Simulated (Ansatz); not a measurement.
Graphite was calculated with r²SCAN+rVV10 in Ansatz (plane waves, PAW).

Rigid layers of the crystal as relaxed at this level are moved apart or together:

| run | k mesh | layer repeat (Å) | energy against free layers (meV/Å²) | gap on the mesh (eV) |
|---|---|---|---|---|
| 1 | 18×18×6 | 3.055 | -18.21 | 0.000 |
| 2 | 18×18×6 | 3.205 | -21.94 | 0.000 |
| 3 | 18×18×6 | 3.355 | -22.75 | 0.000 |
| 4 | 18×18×6 | 3.555 | -21.38 | 0.000 |
| 5 | 18×18×6 | 3.855 | -17.37 | 0.000 |
| 6 | 18×18×4 | 4.355 | -10.99 | 0.000 |
| 7 | 18×18×4 | 5.355 | -4.51 | 0.000 |
| 8 | 18×18×4 | 7.355 | -1.28 | 0.000 |

The lowest energy of these points lies at a layer repeat of 3.35 Å.

Ansatz is an electronic-structure program.
